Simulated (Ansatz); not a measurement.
Process, species as SMILES: [CH] (CH) → C atom + H atom
B3LYP-D3(BJ)/def2-TZVP geometries, fixed; electronic energies without zero-point terms.

Basis-set convergence of the atomisation energy at r2SCAN with Ansatz (a program for electronic structure). All functions are spherical. The program fits the integrals of some runs and decomposes those of others, by size. An unrestricted r2SCAN determinant is markedly spin-contaminated. Open shells are unrestricted. No added dispersion term, no relativity. Functions are those of the species that has most. Reference: the value in aug-cc-pV5Z, 83.20 kcal/mol, itself unsure by roughly 0.04 kcal/mol (its mean distance from pcseg-4, aug-pcseg-3, aug-cc-pVQZ). Deviations are taken from unrounded values.

```csv
basis,functions,atomisation energy (kcal/mol),minus reference (kcal/mol)
pcseg-0,11,75.36,-7.84
def2-SV(P),16,80.38,-2.82
cc-pVDZ,19,80.33,-2.87
def2-SVP,19,82.23,-0.97
pcseg-1,19,81.03,-2.17
def2-TZVP,37,82.58,-0.62
cc-pVTZ,44,82.76,-0.44
pcseg-2,44,82.92,-0.28
def2-TZVPP,45,82.84,-0.36
cc-pVQZ,85,82.99,-0.20
def2-QZVPP,87,83.02,-0.18
pcseg-3,93,83.15,-0.05
cc-pV5Z,146,83.15,-0.05
pcseg-4,162,83.20,0.00
```

The smallest set listed that lies within 4 kcal/mol of the reference with all its larger relatives (same family, alike in diffuse functions; a set with none counts only in the reference's own line) is def2-SV(P) (16 functions, -2.82 kcal/mol off).
